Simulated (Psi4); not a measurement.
**UHF-D4/aug-cc-pCVDZ run of C2H2NO (SMILES C=N[C]=O)**

Aim: the vertical electron affinity of C2H2NO at UHF-D4/aug-cc-pCVDZ, from 2 runs. 

The calculation is run with Psi4 1.11.

1 further run of the same task is left out (set aside as unsound or not needed).

## 1. The molecule

The species is C2H2NO (6 atoms), meant as a doublet with charge 0. As SMILES, `C=N[C]=O`. The coordinates come from a GFN2-xTB relaxation.

Bond lengths: C1–N2 1.319 Å, N2–C3 1.199 Å, C3–O4 1.165 Å, C1–H5 1.075 Å, C1–H6 1.072 Å. Angles: C1–N2–C3 151.0°, N2–C3–O4 169.6°, N2–C1–H5 121.5°, N2–C1–H6 117.0°, H5–C1–H6 121.5°.

## 2. The energy at UHF-D4/aug-cc-pCVDZ

input.json

```json
{
 "schema_name": "qcschema_input",
 "schema_version": 1,
 "molecule": {
  "schema_name": "qcschema_molecule",
  "schema_version": 2,
  "symbols": ["C", "N", "C", "O", "H", "H"],
  "geometry": [-0.61402871, 1.87052651, 0.21748858, 0.27079775, -0.43786844, 0.52887765, 0.81237436, -2.47949075, -0.29054539, 1.45027031, -4.54462125, -0.71301256, -1.243402, 2.53047556, -1.59844374, -0.67601173, 3.06097838, 1.85563547],
  "molecular_charge": 0,
  "molecular_multiplicity": 2
 },
 "driver": "energy",
 "model": {
  "method": "hf-d4",
  "basis": "aug-cc-pCVDZ"
 },
 "keywords": {
  "reference": "uhf",
  "scf_type": "direct"
 }
}
```

Launch:

```bash
$ psi4 --qcschema input.json -n 1 --memory 1600MB
```

stdout (excerpt; [...] marks lines left out):

```text
[...]
  Running in c1 symmetry.
[...]
  Nuclear repulsion =   98.496633240503314
[...]
  Multiplicity = 2
[...]
  Nalpha       = 15
  Nbeta        = 14
[...]
    Number of basis functions: 126
[...]
   @DF-UHF iter   1:  -206.10956996673110   -8.05503e-01   3.59512e-03 DIIS/ADIIS
[...]
   @UHF iter  14:  -206.20579722442469   -6.56971e-08   6.01697e-07 DIIS
[...]
   @S^2 Observed:                7.930404861E-01
[...]
    Orbital Energies [Eh]
    ---------------------
    Alpha Occupied:
       1A    -20.620420     2A    -15.618674     3A    -11.415751
       4A    -11.303411     5A     -1.475571     6A     -1.306581
       7A     -1.036008     8A     -0.758912     9A     -0.722391
      10A     -0.689985    11A     -0.680443    12A     -0.615496
      13A     -0.540772    14A     -0.443979    15A     -0.329965
    Alpha Virtual:
      16A      0.031360    17A      0.047424    18A      0.068935
      19A      0.078691    20A      0.100842    21A      0.108599
      22A      0.129868    23A      0.133012    24A      0.163533
      25A      0.177449    26A      0.197927    27A      0.228647
[...]
  @UHF Final Energy:  -206.20579722442469
   => Energetics <=
    Nuclear Repulsion Energy =             98.4966332405033143
    One-Electron Energy =                -474.8408436905604049
    Two-Electron Energy =                 170.1504610362546543
    Total Energy =                       -206.2057972244246855
  UHF NO Occupations:
  HONO-2 :   13  A 1.9967539
  HONO-1 :   14  A 1.9846260
[...]
 Multipole Moments:
 ------------------------------------------------------------------------------------
     Multipole            Electronic (a.u.)      Nuclear  (a.u.)        Total (a.u.)
 ------------------------------------------------------------------------------------
 L = 1.  Multiply by 2.5417464519 to convert [e a0] to [Debye]
 Dipole X            :          1.0682851           -1.4353712           -0.3670861
 Dipole Y            :         -3.1986924            4.1902233            0.9915309
 Dipole Z            :         -0.2825422            0.2068127           -0.0757295
 Magnitude           :                                                    1.0600098
[...]
```

The result, in JSON:

```text
{
 "driver": "energy",
 "model": {
  "method": "hf-d4",
  "basis": "aug-cc-pCVDZ"
 },
 "success": true,
 "return_result": -206.20579722442469,
 "properties": {
  "calcinfo_nbasis": 126,
  "calcinfo_nmo": 126,
  "calcinfo_nalpha": 15,
  "calcinfo_nbeta": 14,
  "calcinfo_natom": 6,
  "nuclear_repulsion_energy": 98.49663324050331,
  "return_energy": -206.20579722442469,
  "scf_one_electron_energy": -474.8408436905604,
  "scf_two_electron_energy": 170.15046103625465,
  "scf_dispersion_correction_energy": -0.012047810622281578,
  "scf_dipole_moment": [-0.3670861133766292, 0.991530930134628, -0.07572948498988902],
  "scf_total_energy": -206.20579722442469,
  "scf_iterations": 14
 }
}
```

Wall time 9 s (1 thread of Intel Xeon Platinum 8375C at 2.90GHz (Ice Lake), shared host); peak memory 0.25 GiB.

## 3. The singlet anion

calc.dat

```
memory 1600 mb

molecule mol {
  -1 1
  C     -0.61402871     1.87052651     0.21748858
  N      0.27079775    -0.43786844     0.52887765
  C      0.81237436    -2.47949075    -0.29054539
  O      1.45027031    -4.54462125    -0.71301256
  H     -1.24340200     2.53047556    -1.59844374
  H     -0.67601173     3.06097838     1.85563547
  units au
}

set globals {
  basis aug-cc-pCVDZ
  reference uhf
  scf_type direct
}

e_tot, wfn = energy('hf-d4', return_wfn=True)
```

Launch:

```bash
$ psi4 calc.dat calc.out -n 1
```

calc.out (excerpt; [...] marks lines left out):

```text
[...]
  Running in c1 symmetry.
[...]
  Nuclear repulsion =   98.496633240503314
[...]
  Multiplicity = 1
[...]
  Nalpha       = 15
  Nbeta        = 15
[...]
    Number of basis functions: 126
[...]
   @DF-UHF iter   1:  -205.97644849134804   -6.69429e-01   4.84127e-03 ADIIS/DIIS
[...]
   @UHF iter  11:  -206.16358606625377   -1.10276e-07   6.47558e-07 DIIS
[...]
   @S^2 Observed:               -7.460698725E-14
[...]
    Orbital Energies [Eh]
    ---------------------
    Alpha Occupied:
       1A    -20.398102     2A    -15.405960     3A    -11.168830
       4A    -11.004623     5A     -1.256522     6A     -1.067480
       7A     -0.758771     8A     -0.528034     9A     -0.472370
      10A     -0.453517    11A     -0.450573    12A     -0.371222
      13A     -0.285735    14A     -0.219630    15A     -0.009201
    Alpha Virtual:
      16A      0.157179    17A      0.160884    18A      0.194795
      19A      0.216772    20A      0.222228    21A      0.237982
      22A      0.275352    23A      0.284274    24A      0.315230
      25A      0.332854    26A      0.381971    27A      0.384976
[...]
  @UHF Final Energy:  -206.16358606625377
   => Energetics <=
    Nuclear Repulsion Energy =             98.4966332405033143
    One-Electron Energy =                -481.5892642069358089
    Two-Electron Energy =                 176.9440447451045770
    Total Energy =                       -206.1635860662537709
  UHF NO Occupations:
  HONO-2 :   13  A 2.0000000
  HONO-1 :   14  A 2.0000000
[...]
 Multipole Moments:
 ------------------------------------------------------------------------------------
     Multipole            Electronic (a.u.)      Nuclear  (a.u.)        Total (a.u.)
 ------------------------------------------------------------------------------------
 L = 1.  Multiply by 2.5417464519 to convert [e a0] to [Debye]
 Dipole X            :          1.8528361           -1.4353712            0.4174649
 Dipole Y            :         -5.4767073            4.1902233           -1.2864840
 Dipole Z            :         -0.3808122            0.2068127           -0.1739994
 Magnitude           :                                                    1.3636693
[...]
```

Wall time 9 s (1 thread of Intel Xeon Platinum 8375C at 2.90GHz (Ice Lake), shared host); peak memory 0.24 GiB.

## 4. What came out

Level: UHF-D4/aug-cc-pCVDZ.

| quantity | value |
| --- | --- |
| doublet C2H2NO: total energy | -206.20580 Eh |
| doublet C2H2NO: dipole moment | 2.69 D |
| doublet C2H2NO: HOMO energy (highest over α and β) | -8.98 eV |
| doublet C2H2NO: LUMO energy (lowest over α and β) | 0.85 eV |
| doublet C2H2NO: dispersion energy | -31.63 kJ/mol |
| doublet C2H2NO: ⟨S²⟩ | 0.793 |
| singlet anion: total energy | -206.16359 Eh |
| singlet anion: HOMO energy | -0.25 eV |
| singlet anion: LUMO energy | 4.28 eV |
| singlet anion: HOMO–LUMO gap (to an unbound level, set by the basis) | 4.53 eV |
| singlet anion: dispersion energy | -39.38 kJ/mol |
| vertical electron affinity (to the singlet anion) | -1.149 eV |

What this shows: The anion lies 1.15 eV (111 kJ/mol) above the neutral: the electron isn't bound at this level, and such a value depends on the basis. Hartree–Fock misses the correlation that binds many anions.
